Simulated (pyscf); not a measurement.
Four-centre exchange: H₂P–GeH₃ (SMILES [PH2][GeH3]) + GaH₃ (SMILES [GaH3]) → H₂Ga–PH–GeH₃ (SMILES [GaH2][PH][GeH3]) + H₂ (SMILES [H][H])

Gas phase, singlet surface, charge 0. Bonds broken: P1–H3, Ga8–H9. Bonds formed: P1–Ga8, H3–H9. Single points on ωB97X-D3(BJ)/def2-SVP structures (PySCF, gas phase).

Transition state (Å):

```xyz
11

P     -0.6175    -1.1150    -0.0420
Ge     0.5921     0.4730     1.1077
H     -1.6341    -0.6345    -1.3662
H     -1.5573    -1.4472     0.9690
H      1.4631    -0.2407     2.1554
H     -0.3133     1.4981     1.8131
H      1.4811     1.1859     0.0833
Ga    -2.1059     0.8967    -0.6523
H     -2.3709    -0.0812    -2.0353
H     -3.3546     0.8441     0.2607
H     -1.1292     2.0238    -1.0803
```

One imaginary mode, 1330i cm⁻¹; descent along it reached the two sides named, in the forms told below.

| bond | change | reactant side (Å) | saddle | product side |
|---|---|---|---|---|
| P1–H3 | breaks | 1.426 | 1.737 | 3.2 |
| Ga8–H9 | breaks | 1.569 | 1.714 | 2.499 |
| P1–Ga8 | forms | 3.2 | 2.576 | 2.300 |
| H3–H9 | forms | 2.6 | 1.139 | 0.764 |

Electronic energies relative to the separated reactants (kcal/mol):

```json
[
 {"level": "ωB97X-D3(BJ)/def2-TZVP", "barrier": "16.9", "reaction energy": "-13.5", "reverse barrier": "30.4"},
 {"level": "PBE/def2-TZVP", "barrier": "13.7", "reaction energy": "-10.2", "reverse barrier": "23.9"},
 {"level": "r²SCAN/def2-TZVP", "barrier": "13.6", "reaction energy": "-11.0", "reverse barrier": "24.6"},
 {"level": "B3LYP-D3(BJ)/def2-TZVP", "barrier": "19.7", "reaction energy": "-9.2", "reverse barrier": "28.9"},
 {"level": "PBE0-D3(BJ)/def2-TZVP", "barrier": "14.5", "reaction energy": "-10.7", "reverse barrier": "25.1"},
 {"level": "M06-2X/def2-TZVP", "barrier": "18.9", "reaction energy": "-11.7", "reverse barrier": "30.7"},
 {"level": "ωB97M-D3(BJ)/def2-TZVP", "barrier": "22.3", "reaction energy": "-7.6", "reverse barrier": "29.9"},
 {"level": "HF/def2-TZVP", "barrier": "42.9", "reaction energy": "-1.7", "reverse barrier": "44.7"}
]
```

With ωB97M-D3(BJ)/def2-TZVP energies and thermal terms (ideal gas, 1 atm, RRHO with modes under 100 cm⁻¹ raised to 100, one conformer, R ln 2 for chiral ones without a mode under 150 cm⁻¹), in kcal/mol:

```csv
T (K),ΔH‡,ΔG‡,ΔH,ΔG
298,22.3,33.1,-8.2,-6.5
600,22.6,44.1,-6.8,-5.3
900,23.2,54.7,-6.0,-4.7
1200,24.0,65.0,-5.5,-4.3
```

On the reactant side the descent ends in a complex, 6.0 kcal/mol under the separated species and 22.8 kcal/mol under the saddle at ωB97X-D3(BJ)/def2-TZVP. At the saddle there is also a short Ga–H contact that neither side keeps. This is the saddle that the search found; another between the same sides may lie lower. Elements up to Kr have no core potential and no relativistic terms here.
